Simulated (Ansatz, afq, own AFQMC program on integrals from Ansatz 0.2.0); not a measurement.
AFQMC on a folder of integrals that Ansatz 0.2.0 wrote.

```yaml
crystal:
  periodic: [false, false, false]
  atoms:
    - {symbol: O, position_ang: [0.000000, 0.000000, 0.000000]}
    - {symbol: H, position_ang: [0.000000, 0.000000, 0.973108]}
basis:
  gaussian: {orbitals: cc-pVDZ}
magnetization: {spin_polarized: false, initial_magnetization: 1}
correlation: {method: ccsd_t, electrons: outside_noble_gas, hamiltonian_folder: ham}
```

```sh
$ ansatz run in.yaml --threads 1 --pin off --events-out ev --progress --plain --max-ram 1382MiB
```

Options of the walk:

```
--method phaseless --trial hf --walkers 340 --populations 1 --least-time 40 --time-step 0.005 --steps-per-block 20 --equilibration-blocks 112 --max-blocks 600 --target-error 0.0009600 --factor-cut 1e-05 --start spin_pure --seed 5795 --taylor-order 6
```

Times are imaginary, in 1/Eh. The walk had a cap of 524 s.

afq prints:

```
orbitals 18  electrons 4 3  factors 114 of 175
reference energy -75.38991447 Eh
CCSD correlation -0.16761021 Eh in 9 cycles, weight of the determinant in the CISD state 0.9559
energy of the start -75.389916 Eh
 block  time / (1/Eh)  mean weight  energy / Eh
     1     0.100  1.0022  -75.447128
     2     0.200  1.0021  -75.487707
     3     0.300  1.0013  -75.510753
     4     0.400  1.0012  -75.530664
     5     0.500  1.0010  -75.539456
    10     1.000  0.9997  -75.544379
    86     8.600  0.9995  -75.570688
   171    17.100  0.9998  -75.554546
   205    20.500  0.9997  -75.541643
   256    25.600  1.0004  -75.557416
   324    32.400  0.9997  -75.582912
   341    34.100  1.0009  -75.560646
   426    42.600  1.0005  -75.566417
   511    51.100  1.0006  -75.565120
   596    59.600  0.9985  -75.564674
   681    68.100  1.0008  -75.558841
   698    69.800  1.0000  -75.564170
blocks merged  error / Eh  count
     1  0.000444  600
     2  0.000579  300
     4  0.000731  150
     8  0.000884  75
    16  0.001046  37
    32  0.001050  18
    64  0.001086  9
energy -75.557388 +/- 0.001050 Eh
(rows thinned)
```

The run passed its tests (sampling time, drift between the halves within three errors, error under three times the target), which doesn't prove that it has relaxed.

Against this walk (error 28.6 meV) on the same determinant: CCSD(T) 51.8 meV lower (within the noise), CCSDT(Q) 63.9 meV lower, CCSDTQ 64.2 meV lower, full CI (a separate run on its own orbitals, whose frozen core shifts it by up to a few meV) 64.2 meV lower, a separate phaseless walk with a CISD trial and standard settings 61.4 ± 28.7 meV lower. The error is statistical and leaves out the bias of the constraint.

Cautions: constraint bias not in the error; error above the target (28.6 against 26.1 meV); full CI with its own frozen core.

The walk took 5.9 min on 1 thread of Arm Neoverse N1 (shared host). The log's last line is the phaseless energy.

CCSDT and higher add their correlation energy to the determinant of the CCSD(T) run, since their own runs factorise the integrals more tightly (a shift of under 2 meV). A walk keeps the symmetry of its determinant, which the program's search chose and which needn't be the lowest solution, so a lower state of the same spin and another symmetry isn't excluded.
